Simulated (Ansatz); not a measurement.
# CH4SSi, SMILES C1[SiH2]S1: a composite energy at a relaxed geometry

Run with Ansatz 0.2.0 through its Python package.

`ch4ssi_composite.py`:
```python
"""A composite energy for CH4SSi: DFT geometry, MP2 basis limit, coupled-cluster correction."""

from dataclasses import dataclass
import itertools

import ansatz as az
from ase.data import atomic_numbers, covalent_radii
import numpy as np


@dataclass(frozen=True)
class Options:
    basis_set: str = "def2-SVP"
    xc: str = "r2SCAN"


cfg = Options()

GEOMETRY = """
C    -0.68250   -0.21610   -0.52970
Si    0.73880    0.39640    0.34180
S    -0.57720   -1.33030    0.67220
H    -0.50360   -0.51250   -1.55920
H    -1.60790    0.45240   -0.48720
H     0.59290    1.28290    1.53460
H     2.10070   -0.14070   -0.01820
"""

molecule = az.Crystal.molecule()
for line in GEOMETRY.strip().splitlines():
    symbol, *xyz = line.split()
    molecule = molecule.atom(symbol, [float(v) for v in xyz])

model = (
    molecule.calculation()
    .basis(gaussian=cfg.basis_set)
    .functional(cfg.xc)
)
symbols = [site.symbol for site in molecule.cartesian_sites]
start = np.array([site.position_ang for site in molecule.cartesian_sites], dtype=float)
report = model.relax(force_tolerance=0.01).run(threads=1, backend="cpu").report
end = np.array(report["positions_ang"])
# pairs closer than 1.2 times the sum of covalent radii, before or after
radius = [covalent_radii[atomic_numbers[s]] for s in symbols]
span = lambda where, i, j: np.linalg.norm(where[i] - where[j])
bonded = [(i, j) for i, j in itertools.combinations(range(len(symbols)), 2) if min(span(start, i, j), span(end, i, j)) < 1.2 * (radius[i] + radius[j])]
print("pair        before    after (A)")
for i, j in bonded:
    print(f"{symbols[i]}{i}-{symbols[j]}{j}".ljust(10), f"{span(start, i, j):8.4f} {span(end, i, j):8.4f}")
for first, second in list(itertools.combinations(bonded, 2)):
    shared = set(first) & set(second)
    if shared and symbols[(j := shared.pop())] != "H":
        i, k = sorted((set(first) | set(second)) - {j})
        u, v = end[i] - end[j], end[k] - end[j]
        angle = np.degrees(np.arccos(np.clip(u @ v / np.linalg.norm(u) / np.linalg.norm(v), -1, 1)))
        print(f"final angle {symbols[i]}{i}-{symbols[j]}{j}-{symbols[k]}{k}: {angle:.2f} deg")

minimum = az.Crystal.molecule()
for symbol, place in zip(symbols, end):
    minimum = minimum.atom(symbol, place.tolist())
at_minimum = minimum.calculation()
# MP2 extrapolated to the basis limit, plus the small-basis difference CCSD(T) - MP2
level = lambda method, basis: at_minimum.basis(gaussian=basis).correlation(method).run(threads=1, backend="cpu").report
small, large, cluster = level("mp2", "cc-pVDZ"), level("mp2", "cc-pVTZ"), level("ccsd_t", "cc-pVDZ")
corr = lambda each: (each["free_energy_ev"] - each["reference_energy_ev"]) / 27.211386246
mp2_limit = (27 * corr(large) - 8 * corr(small)) / 19
pieces = {"HF / cc-pVTZ": large["reference_energy_ev"] / 27.211386246, "MP2 correlation, DZ-TZ limit": mp2_limit, "CCSD(T) - MP2 / cc-pVDZ": corr(cluster) - corr(small)}
for name, value in pieces.items():
    print(f"{name:32s} {value:14.6f} Ha")
print(f"{'sum':32s} {sum(pieces.values()):14.6f} Ha")
print("T1 diagnostic", round(cluster["correlation"]["coupled_cluster"]["t1_diagnostic"], 4))
```

```console
$ python ch4ssi_composite.py
pair        before    after (A)
C0-Si1       1.7762   1.8513
C0-S2        1.6423   1.8826
C0-H3        1.0862   1.0976
C0-H4        1.1424   1.0976
Si1-S2       2.1960   2.1069
Si1-H5       1.4933   1.4851
Si1-H6       1.5076   1.4851
final angle Si1-C0-S2: 68.70 deg
final angle Si1-C0-H3: 120.17 deg
final angle Si1-C0-H4: 120.16 deg
final angle C0-Si1-S2: 56.35 deg
final angle C0-Si1-H5: 119.01 deg
final angle C0-Si1-H6: 119.02 deg
final angle S2-C0-H3: 113.08 deg
final angle S2-C0-H4: 113.08 deg
final angle C0-S2-Si1: 54.95 deg
final angle H3-C0-H4: 113.20 deg
final angle S2-Si1-H5: 118.93 deg
final angle S2-Si1-H6: 118.93 deg
final angle H5-Si1-H6: 113.33 deg
HF / cc-pVTZ                        -726.694647 Ha
MP2 correlation, DZ-TZ limit          -0.506445 Ha
CCSD(T) - MP2 / cc-pVDZ               -0.054272 Ha
sum                                 -727.255364 Ha
T1 diagnostic 0.0123
```

Notes:
- Total energies depend on the basis set; only differences at equal settings carry meaning.
- The sum leaves out core correlation, relativity, the Hartree-Fock basis error and zero-point energy; a DZ-TZ extrapolation is rough.
- Inner cores stay frozen, so this is valence correlation.
- For Al to Cl the sets with a tight d function, cc-pV(X+d)Z, are usual.
- An extrapolation from small basis sets is rough.
- Wall time of the script: 40 s on 1 thread of Arm Neoverse V1 (shared host), peak memory 0.3 GiB.
